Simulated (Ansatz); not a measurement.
# SiH₂ (singlet): the correlation ladder, cc-pV(Q+d)Z

The task here is to estimate one member of a computed series from the others.

Computed with Ansatz 0.2.0, Gaussian basis. Level: cc-pV(Q+d)Z, core rule «outside noble gas», up to 5 orbitals frozen.

Plan: UHF; CCSD(T) on RHF; CCSD(T) on UHF; BCCD(T) on RHF; CCSDT(Q) on RHF; CCSDT(Q) on UHF; CASSCF and MRCISD+Q, 6 electrons in 6 orbitals; CASSCF and NEVPT2, 6 electrons in 6 orbitals.

10 further runs of the same task are left out: 10 set aside as unsound or not needed.

**What is computed**

The geometry is an MP2(full)/6-31G* stationary point (not a proven minimum).

3 atoms, charge 0, spin multiplicity 1.

Atoms are counted from 1 here; the program's logs count them from 0.

Bond lengths: Si1–H2 1.519 Å, Si1–H3 1.519 Å. Angles: H2–Si1–H3 92.5°.

Set-up of the first run:

Input file in.yaml:

```yaml
crystal:
  periodic: [false, false, false]
  atoms:
    - {symbol: Si, position_ang: [0.000000, 0.000000, 0.070330]}
    - {symbol: H, position_ang: [0.000000, 1.096938, -0.979847]}
    - {symbol: H, position_ang: [0.000000, -1.096938, -0.979847]}
basis:
  gaussian: {orbitals: "cc-pV(Q+d)Z.json"}
magnetization: {spin_polarized: true, initial_magnetization: 0}
hamiltonian: {xc: hf}
output: {orbitals: {seedname: orbitals}}
```

The run is started by

```bash
$ ansatz run in.yaml --threads 1 --pin off --events-out ev --progress --plain --max-ram 3956MiB --backend cpu
```

Among the steps run: UHF; CCSD(T) on RHF; CCSD(T) on UHF; BCCD(T) on RHF; CCSDT(Q) on RHF; CCSDT(Q) on UHF; CASSCF and MRCISD+Q, 6 electrons in 6 orbitals; CASSCF and NEVPT2, 6 electrons in 6 orbitals.

One table of the session follows, with a row left open; its other results are not shown here.

| method | from RCCSDT(Q) (kcal/mol) |
| --- | --- |
| RHF | +92.34 |
| UHF | +89.49 |
| RMP2 | +19.08 |
| UMP2 | +23.60 |
| RCCSD | +3.19 |
| UCCSD | +3.50 |
| RCCSD(T) | +0.58 |
| UCCSD(T) | +0.79 |
| BCCD(T) | +0.58 |
| RCCSDT | +0.11 |
| UCCSDT | +0.15 |
| RCCSDT(Q) | 0 |
| UCCSDT(Q) | +0.02 |
| CASSCF valence | +60.13 |
| NEVPT2 valence | +18.09 |
| MRCISD valence | ? |
| MRCISD+Q valence | +0.79 |

Q: Estimate the row for MRCISD valence from the others.

As computed: from RCCSDT(Q) (kcal/mol): +3.69. In the column «from RCCSDT(Q) (kcal/mol)» it lies between UCCSD (+3.50) and NEVPT2 valence (+18.09).

Caveats from the session: Restricted and unrestricted rows rest on different reference determinants; where their highest levels disagree by more than a few hundredths of an eV, they describe different states and don't form one ladder.
